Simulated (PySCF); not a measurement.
Gas-phase reaction: BCl₂NH₂ + HCl ⇌ BCl₃.NH₃

Energies from PySCF, thermal terms from the rigid-rotor harmonic-oscillator model, ideal gas at 1 bar. † marks an energy on the PBE0/def2-TZVP geometry and frequencies; other levels use their own. 6-31G* has spherical d functions here. All species are closed-shell singlets. B3LYP is the form with VWN-RPA correlation. Adducts (BCl₃.NH₃) have no counterpoise correction, and HF, PBE, BLYP, B3LYP and PBE0 lack dispersion. BCl₂NH₂, BCl₃.NH₃: computed as isolated molecules; such fragments, hydroxides, amides, oligomers or adducts are transient or little studied in the gas. The harmonic model lacks anharmonicity and excited electronic states, which grow with temperature; levels with a mode under 35 cm⁻¹ are left out. Internal rotation in BCl₂NH₂, BCl₃.NH₃ is treated as a harmonic vibration of one conformer, which makes the entropy rough.

| level | ΔE electronic, kJ | ΔH°(298 K), kJ | ΔS°(298 K), J/K | ΔG°(1800 K), kJ |
|---|---|---|---|---|
| B3LYP/6-31G* | -61 | -44 | -151 | 223 |
| M06-2X/def2-TZVP† | -67 | -51 | -150 | 215 |
| PBE0/def2-QZVP† | -59 | -42 | -150 | 223 |
| PBE0/def2-SVP† | -79 | -62 | -150 | 203 |
| r2SCAN/def2-TZVP† | -62 | -46 | -150 | 220 |
| LDA/def2-TZVP† | -93 | -76 | -150 | 189 |
| ωB97M-V/def2-TZVP† | -65 | -48 | -150 | 217 |
ΔH° is lowest at LDA/def2-TZVP† and highest at PBE0/def2-QZVP†. No reference value is set beside these.
